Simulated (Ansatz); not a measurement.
Process, species as SMILES: Cl atom → [Cl-] (an electron is taken up)
B3LYP-D3(BJ)/def2-TZVP geometries, fixed; electronic energies without zero-point terms; positive where energy is released.

Basis-set convergence of the adiabatic electron affinity at PBE with Ansatz (a program for electronic structure). Cartesian d functions, on some or all atoms, in 6-31G**, 6-311G**; all else is spherical. The program fits the integrals of some runs and decomposes those of others, by size. Open shells are unrestricted. No added dispersion term, no relativity. Functions are those of the species that has most. Reference: the value in aug-cc-pV(5+d)Z, 3.650 eV. Deviations are taken from unrounded values.

| basis | functions | adiabatic electron affinity (eV) | minus reference (eV) |
|---|---|---|---|
| 6-31G | 13 | 3.160 | -0.489 |
| 6-31G** | 19 | 3.119 | -0.531 |
| 6-311G** | 27 | 3.599 | -0.050 |
| aug-pcseg-1 | 27 | 3.729 | 0.079 |
| def2-TZVP | 37 | 3.266 | -0.384 |
| cc-pV(T+d)Z | 39 | 3.290 | -0.359 |
| jun-cc-pV(T+d)Z | 48 | 3.657 | 0.007 |
| def2-TZVPPD | 51 | 3.658 | 0.008 |
| pcseg-3 | 64 | 3.582 | -0.067 |
| def2-QZVPP | 70 | 3.525 | -0.124 |
| def2-QZVPPD | 79 | 3.650 | 0.000 |
| aug-cc-pV(Q+d)Z | 89 | 3.650 | 0.001 |
| aug-cc-pV(5+d)Z | 136 | 3.650 | 0.000 |

The smallest set listed that lies within 0.1 eV of the reference with all its larger relatives (same family, alike in diffuse functions; a set with none counts only in the reference's own line) is aug-pcseg-1 (27 functions, 0.079 eV off). Inside, with no larger relative to test it: 6-311G**. (Relatives not listed, tested too: aug-pcseg-2 0.013, aug-cc-pV(T+d)Z 0.003, aug-pcseg-3 0.001, pcseg-4 -0.018 eV.)
